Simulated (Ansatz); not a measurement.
Basis-set series for `CC=C=CC`. Total charge 0; spin multiplicity 1. All single points use the PBE0-D4/def2-TZVP geometry.

```csv
functional,basis,functions,energy (Eh),HOMO (eV),LUMO (eV)
PBE0-D4,def2-SVP,110,-194.91081,-7.04,0.84
PBE0-D4,def2-QZVPP,525,-195.13349,-7.09,0.44
ωB97M-V,def2-SVP,110,-195.03113,-9.26,2.92
ωB97M-V,def2-QZVPP,525,-195.26581,-9.32,1.83
```

(1) Give the rows for def2-TZVPP. (An estimate is asked.)

## Answers

(1) Ansatz gave: 
| functional | basis | functions | energy (Eh) | HOMO (eV) | LUMO (eV) |
| --- | --- | --- | --- | --- | --- |
| PBE0-D4 | def2-TZVPP | 267 | -195.12268 | -7.08 | 0.63 |
| ωB97M-V | def2-TZVPP | 267 | -195.25550 | -9.31 | 2.50 |

Positive LUMOs are unbound and depend on the basis.
